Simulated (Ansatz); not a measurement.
Species, as SMILES: ClO (OH-Cl).
Atoms: O1, H2, Cl3. Bonds: O1-H2, O1-Cl3.

How fast the optimised O1-H2 bond length converges with the basis for several methods (Ansatz, a first-principles code): deviation from each method's own reference, in Å. References: HF 0.9423 Å, the value in aug-pcseg-3; MP2 0.9655 Å, the value in aug-pcseg-3; PBE 0.9755 Å, the value in aug-pcseg-3; PBE0 0.9629 Å, the value in aug-pcseg-3. Cartesian d functions, on some or all atoms, in 6-311+G**; all else is spherical. In correlated methods cores are frozen. No added dispersion term, no relativity. The reference of a correlated method is not its basis-set limit, which lies further on.

| basis | functions | HF | MP2 | PBE | PBE0 |
|---|---|---|---|---|---|
| STO-3G | 15 | 0.0592 | 0.0639 | 0.0750 | 0.0693 |
| pcseg-0 | 24 | 0.0374 | 0.0457 | 0.0478 | 0.0437 |
| 6-31G | 24 | 0.0160 | 0.0266 | 0.0256 | 0.0219 |
| 6-311+G** | 59 | 0.0021 | 0.0006 | 0.0021 | 0.0018 |
| def2-TZVP | 74 | 0.0028 | 0.0052 | 0.0026 | 0.0025 |
| def2-TZVPD | 95 | 0.0031 | 0.0066 | 0.0030 | 0.0028 |
| aug-cc-pV(T+d)Z | 124 | 0.0014 | 0.0030 | 0.0013 | 0.0012 |
| def2-QZVPP | 157 | 0.0000 | 0.0000 | -0.0002 | -0.0001 |

Mean absolute deviation over 6-311+G**, def2-TZVP, def2-TZVPD, aug-cc-pV(T+d)Z: PBE0 0.0021, PBE 0.0022, HF 0.0023, MP2 0.0039 Å.
